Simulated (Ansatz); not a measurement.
**SiH₂O: geometry and frequencies at several levels**

One table from this session's results is given with a row withheld; the runs are named, their logs left out.

Program: Ansatz 0.2.0. Level of theory: the levels named in each step. These are calculated values, not measurements.

## Starting point

Bond lengths: O1–Si2 1.504 Å, Si2–H3 1.456 Å, Si2–H4 1.456 Å. Angles: O1–Si2–H3 124.9°, O1–Si2–H4 124.9°, H3–Si2–H4 110.3°.

As a file:

```xyz
4

O     0.9416   -0.3832   -0.0624
Si   -0.4489    0.1828    0.0298
H    -1.6540   -0.4909   -0.4327
H    -0.7823    1.4828    0.5943
```

The first run:

Input file input.yaml:

```yaml
crystal:
  periodic: [false, false, false]
  atoms:
    - { symbol: O, position_ang: [0.94899302, -0.38628053, -0.06295495] }
    - { symbol: Si, position_ang: [-0.45170067, 0.18391558, 0.02996397] }
    - { symbol: H, position_ang: [-1.66942808, -0.51972221, -0.44798107] }
    - { symbol: H, position_ang: [-0.77157428, 1.51345715, 0.60996206] }
basis:
  gaussian: { orbitals: def2-TZVPP }
hamiltonian:
  xc: pbe0
  dispersion: d4
phonons: {}
```

The run is started by

```console
$ ansatz run input.yaml --threads 2 --pin off --max-ram 5120MiB --backend cpu --events-out ev --progress --plain --runs-dir out
```

Steps of the session up to this table: Frequencies, PBE0-D4/def2-TZVPP; Relaxation, PBE-D4/def2-TZVPP; Frequencies, PBE-D4/def2-TZVPP; Relaxation, r2SCAN-D4/def2-TZVPP; Frequencies, r2SCAN-D4/def2-TZVPP; Relaxation, B3LYP-D4/def2-TZVPP; Frequencies, B3LYP-D4/def2-TZVPP; Relaxation, B2PLYP/def2-TZVPP; Frequencies, B2PLYP/def2-TZVPP.

One table of the session follows, with a row left open; its other results are not shown here.

It belongs to the step «Geometries side by side». 

| level | O1–Si2 (Å) | dipole (D) | highest frequency (cm⁻¹) |
| --- | --- | --- | --- |
| PBE0-D4/def2-TZVPP | 1.5152 | 3.68 | 2235 |
| PBE-D4/def2-TZVPP | 1.5348 | 3.42 | 2158 |
| r2SCAN-D4/def2-TZVPP | ? | ? | ? |
| B3LYP-D4/def2-TZVPP | 1.5188 | 3.68 | 2237 |
| B2PLYP/def2-TZVPP | 1.5242 | 3.62 | 2271 |

Q: Estimate the row for r2SCAN-D4/def2-TZVPP from the others.

**Answer.** O1–Si2 (Å): 1.5207; dipole (D): 3.55; highest frequency (cm⁻¹): 2222. In the column «O1–Si2 (Å)» it lies between B3LYP-D4/def2-TZVPP (1.5188) and B2PLYP/def2-TZVPP (1.5242).
